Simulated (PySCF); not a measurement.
Compound: propane, C3H8.
SMILES with atom numbers: `[CH3:1][CH2:2][CH3:3]` (hydrogens: H4, H5, H6 on C1; H7, H8 on C2; H9, H10, H11 on C3)

Level: wB97X-D/pcSseg-2 in PySCF, non-relativistic, on one gas-phase PBE0-D3(BJ)/def2-TZVP geometry that isn't relaxed in the solvent. The solvent is an IEF-PCM continuum (van der Waals radii × 1.2). The model holds no explicit solvent molecules, cavitation or dispersion.

Gas phase at wB97X-D/pcSseg-2: HOMO -11.05 eV, LUMO 2.43 eV, dipole 0.09 D.

Task: What does the continuum do to the energy, the frontier levels and the dipole at wB97X-D/pcSseg-2 in chloroform?

Result: 
| solvent | ε | E(solvent) − E(gas) (kcal/mol) | polarisation term (kcal/mol) | distortion of the solute (kcal/mol) | HOMO (eV) | LUMO (eV) | dipole (D) |
| --- | --- | --- | --- | --- | --- | --- | --- |
| chloroform | 4.711 | -0.39 | -0.39 | 0.00 | -10.95 | 2.53 | 0.10 |

The first energy column is the sum of the next two and covers electrostatics alone.

The pairwise dispersion term of wB97X-D wasn't added to the energies; at a given geometry it leaves orbitals and properties as they are.
